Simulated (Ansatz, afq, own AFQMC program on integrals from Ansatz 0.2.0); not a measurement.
# HfCl$_{4}$, singlet: AFQMC among the cluster methods

```yaml
atoms:
  - { symbol: Hf, position_ang: [0.0000, 0.0000, 0.0000] }
  - { symbol: Cl, position_ang: [1.3378, 1.3406, 1.3390] }
  - { symbol: Cl, position_ang: [-1.3411, -1.3370, 1.3392] }
  - { symbol: Cl, position_ang: [-1.3371, 1.3376, -1.3425] }
  - { symbol: Cl, position_ang: [1.3404, -1.3412, -1.3357] }
```

Connectivity, by distances: Cl–Hf(–Cl)(–Cl)–Cl.

Basis def2-SVP with its core potentials. Only valence electrons are correlated. Ansatz 0.2.0 and our own AFQMC program on the same integrals; the CISD trial comes from CCSD amplitudes, and released means the phaseless constraint is let go. Uncertainties: one standard error, sampling alone. No spin–orbit coupling. The metal's outer-core s and p shells are frozen, which shifts wave-function levels against functionals.

Determinant: RHF, the one that the program's search chose, which needn't be the lowest solution. The geometry is a point of a scan.

No full CI on the walks' own integrals is used here. The released AFQMC energy serves as the reference, which it does only where one determinant dominates, the energy is flat over the last release times and near the phaseless one (40 meV or 2 meV an electron, half that with transition metals). On small molecules, where full CI could be run and the noise was under 10 meV, such values lay within 10 meV of it in 19 cases of 20, a flattering rate, since the rule was set on those same cases; what remains of the bias isn't in the error bar.

Cautions: no spin-orbit coupling; outer-core shells of the metal frozen; higher spins were not checked; the released value is read at 1.20 1/Eh with a noise of 12 meV, more than in the cases checked (meV from the phaseless value at times in 1/Eh: -16 ± 8 at 0.24, -5 ± 9 at 0.48, -1 ± 12 at 0.80, -17 ± 12 at 1.20); released reference can be 30 meV off for metals.

```
T1 diagnostic                               : 0.0150
weight of the determinant in the CISD state : 0.777
size of the correlated space                : 32 electrons in 80 orbitals
```

```csv
level,correlation energy (eV)
MP2,-16.9693
CCSD,-18.0428
CCSD(T),-18.5606
```

Question: Estimate where phaseless AFQMC with a CISD trial lies against CCSD(T) on the same integrals.

Answer: 6.0 ± 0.9 kJ/mol below CCSD(T).

Reference: AFQMC with the constraint released, correlation energy -18.640 ± 0.012 eV.

| level | E − E(reference) (kJ/mol) | share of correlation (%) |
| --- | --- | --- |
| CCSD(T) | 7.7 ± 1.2 | 99.57 |
| ph-AFQMC/CISD | 1.7 ± 1.5 | 99.91 |

A walk keeps the symmetry of its determinant, which the program's search chose and which needn't be the lowest solution, so a lower state of the same spin and another symmetry isn't excluded. Released energies are given only where the last usable release times agree within the noise; a slower fall can still hide under it.
